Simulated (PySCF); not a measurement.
Compound: thioacetic acid, C2H4OS.
SMILES: `CC(O)=S`

Theory: EOM-IP-CCSD/aug-cc-pVDZ in PySCF, restricted Hartree–Fock reference, 8 core orbitals frozen, non-relativistic, gas phase, PBE0-D3(BJ)/def2-SVP geometry.

Hartree–Fock orbital energies give these Koopmans values (eV): HOMO 9.55, HOMO-1 10.23, HOMO-2 13.89, HOMO-3 15.35, HOMO-4 15.74, HOMO-5 17.53, HOMO-6 17.70, HOMO-7 18.60.

Task: What vertical ionisation energies does EOM-IP-CCSD give?

Result: 
```csv
leading hole (HF orbital),Koopmans (eV),EOM-IP-CCSD (eV),change (eV),one-hole share
HOMO,9.55,9.02,-0.53,0.95
HOMO-1,10.23,9.98,-0.25,0.95
HOMO-2,13.89,12.71,-1.18,0.95
HOMO-3,15.35,13.77,-1.58,0.94
HOMO-4,15.74,14.58,-1.16,0.95
HOMO-5,17.53,15.89,-1.64,0.93
HOMO-6,17.70,15.95,-1.75,0.93
HOMO-7,18.60,16.17,-2.43,0.91
```

Task: Does the order of the lines follow the orbital energies?

Result: Yes, no two lines change places. The corrections run from -2.43 to -0.25 eV, with a mean of -1.32 eV over the 8 lines; no line lies above its Koopmans value. Koopmans values leave out both the relaxation of the orbitals and the change in correlation energy.

Task: At what kinetic energies would He I light (21.22 eV) eject these electrons?

Result: 12.20 eV (HOMO), 11.24 eV (HOMO-1), 8.51 eV (HOMO-2), 7.45 eV (HOMO-3), 6.64 eV (HOMO-4), 5.33 eV (HOMO-5), 5.27 eV (HOMO-6), 5.05 eV (HOMO-7).

Task: What total energy has the lowest final state, and which wavelength reaches it?

Result: E(CCSD) + ionisation energy = -551.13862 + 0.33134 = -550.80728 Eh, at the geometry of the initial state. The threshold wavelength is 1239.84 eV nm/9.02 eV = 137.5 nm.

Lines less than 0.15 eV apart could change places at a higher level. One root was sought for each valence orbital with −ε under 21 eV, eight at most, so deeper holes and satellites are missing; no vibrational structure.

Conformer computed: `[CH3:1][C:2]([OH:3])=[S:4]`: H–O3–C2–C1 -179°.

One conformer stands for the species.
